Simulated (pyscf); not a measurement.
Thermochemistry of product channels of H₃C–Si:–CH₃ [singlet] + Cl• on the doublet surface, in kcal/mol, from ωB97M-D3(BJ)/def2-TZVP energies (ideal gas, 1 atm, RRHO with modes under 100 cm⁻¹ raised to 100, one conformer, R ln 2 for rigid chiral ones). Single points on ωB97X-D3(BJ)/def2-SVP structures (PySCF, gas phase).

```tsv
products	ΔE	ΔH(298 K)	ΔG(900 K)	ΔG(1200 K)
CH₃• + H₃C–Si:–Cl [singlet]	-30.0	-32.4	-40.0	[?]
H₃C–Si•(CH₃)–Cl	[?]	-86.6	-61.7	-53.4
```

**Question.** Complete the blanks.

**Answer.** 
- CH₃• + H₃C–Si:–Cl [singlet], ΔG(1200 K): -42.2
- H₃C–Si•(CH₃)–Cl, ΔE: -88.1

These are energies of the channels, which say nothing of barriers. H₃C–Si:–CH₃ [singlet] lies 7.4 kcal/mol over its isomer H₂C=CH–SiH₃, and others may lie lower still (electronic energy, ωB97M-D3(BJ)). Left out: orbital degeneracy and the spin-orbit lowering of Cl.
